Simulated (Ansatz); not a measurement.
Reaction (isomerisation): `O=c1cc1` → `C1=COC=1`

Computed with Ansatz on PBE0-D4/def2-TZVP structures; ΔE is electronic, products minus reactants. CCSD(T)/CBS is the MP2 limit (def2-TZVPP, def2-QZVPP) plus CCSD(T) − MP2 in def2-TZVPP, frozen cores. This one scheme is used for every species. Functionals use def2-TZVPP.

**Question.** Is it downhill or uphill in electronic energy at CCSD(T)/CBS, and by how much? (Estimate.)

**Answer.** Computed: Uphill: ΔE = +495.2 kJ/mol.

**Question.** What do these levels give: BLYP-D4, r2SCAN0-D4, revPBE, BLYP, r2SCAN, HF/def2-SVP, MP2/def2-SVP, HF/def2-TZVPP, MP2/def2-TZVPP, CCSD/def2-TZVPP, HF/def2-QZVPP, MP2/def2-QZVPP? (Best estimate.)

**Answer.** Ansatz gave: BLYP-D4 478.3, r2SCAN0-D4 522.5, revPBE 482.6, BLYP 478.8, r2SCAN 496.5, HF/def2-SVP 609.8, MP2/def2-SVP 528.6, HF/def2-TZVPP 589.2, MP2/def2-TZVPP 493.6, CCSD/def2-TZVPP 517.0, HF/def2-QZVPP 588.5, MP2/def2-QZVPP 493.2 kJ/mol.

Largest T1 diagnostic among the species: 0.021, so the coupled-cluster value is less sure than usual.

At CCSD(T), def2-SVP lies +29.5 kJ/mol from the extrapolated value and def2-TZVPP +0.4 kJ/mol. Leaving LDA and LC-ωPBE aside and taking each functional with its dispersion term where it has one, the values, not all of them listed here, spread over 62.6 kJ/mol, from BLYP-D4 to BHLYP-D4. LDA lies +5.8 kJ/mol from PBE without D4. From BLYP to BHLYP (50 % exact exchange), in def2-TZVPP and without D4, ΔE moves by +62.2 kJ/mol.
